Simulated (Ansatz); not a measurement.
Worked example: the barrier

An elementary step of SiH$_{5}$F, singlet (SiH₃F ([F][SiH3]) + H₂ → SiH₄ + HF; bonds formed: Si1–H7, F2–H6; bonds broken: Si1–F2, H6–H7). “Start” is the structure reached by relaxing down from the saddle towards the reactants; PBE0-D4/def2-TZVP structures. The saddle:

```json
{"atom": "Si1", "x (Å)": "-0.4072", "y (Å)": "-0.2134", "z (Å)": "-0.0626"}
{"atom": "F2", "x (Å)": "1.4116", "y (Å)": "-0.4287", "z (Å)": "0.5722"}
{"atom": "H3", "x (Å)": "-0.1658", "y (Å)": "-1.2813", "z (Å)": "-1.0536"}
{"atom": "H4", "x (Å)": "-1.5248", "y (Å)": "0.5884", "z (Å)": "-0.6545"}
{"atom": "H5", "x (Å)": "-0.8967", "y (Å)": "-0.5751", "z (Å)": "1.2829"}
{"atom": "H6", "x (Å)": "1.1337", "y (Å)": "0.6700", "z (Å)": "0.1515"}
{"atom": "H7", "x (Å)": "0.4492", "y (Å)": "1.2400", "z (Å)": "-0.2358"}
```

Ansatz 0.2.0; basis: def2-TZVPP and def2-QZVPP; cores frozen in the correlated methods.

Energies in eV:

| quantity | saddle | start |
| --- | --- | --- |
| Hartree–Fock, triple zeta (X = 3) | -10646.29860 | -10649.58372 |
| Hartree–Fock, quadruple zeta (X = 4) | -10646.69496 | -10649.99333 |
| MP2 correlation, X = 3 | -11.97774 | -11.29077 |
| MP2 correlation, X = 4 | -12.96878 | -12.26697 |
| CCSD(T) correlation, X = 3 | -13.05542 | -12.38090 |

Problem. Work out the barrier at the basis limit: extrapolate Hartree–Fock as E(X) = E∞ + A exp(−7.88 √X) and the MP2 correlation as E(X) = E∞ + B X^−2.97 (the exponents that Neese and Valeev fitted for def2-TZVPP and QZVPP), then add CCSD(T) − MP2 in triple zeta.

Solution. Each step is linear, so take the differences first (saddle − start): Hartree–Fock 3.28512 (X = 3) and 3.29837 (X = 4); MP2 correlation -0.68697 and -0.70181; CCSD(T) correlation -0.67452.
Two points give E∞ = E(4) + w [E(4) − E(3)], with w = 1/(exp(7.88 (2 − √3)) − 1) = 0.1377 for Hartree–Fock and w = 1/((4/3)^2.97 − 1) = 0.7407 for the correlation.
Hartree–Fock: 3.29837 + 0.1377 × 0.01325 = 3.3002 eV.
MP2 correlation: -0.70181 + 0.7407 × (-0.01484) = -0.7128 eV.
CCSD(T) − MP2: -0.67452 − (-0.68697) = 0.0124 eV.
Sum: 3.3002 + (-0.7128) + 0.0124 = 2.5998 eV, or 59.95 kcal/mol. Plain CCSD(T) in triple zeta gives 2.6106 eV, so the larger basis shifts the result by -0.0108 eV.

T1 diagnostic: at most 0.014.

Labels in which every atom is bracketed show which atoms are joined, not bond orders.

For scale, one of the runs: CCSD(T)/def2-TZVPP, 143 basis functions (an equivalent command: `ansatz run in.yaml --threads 2`). The run took 6.5 s on 2 CPU threads (shared host), with 0.99 GiB of host memory at its peak.
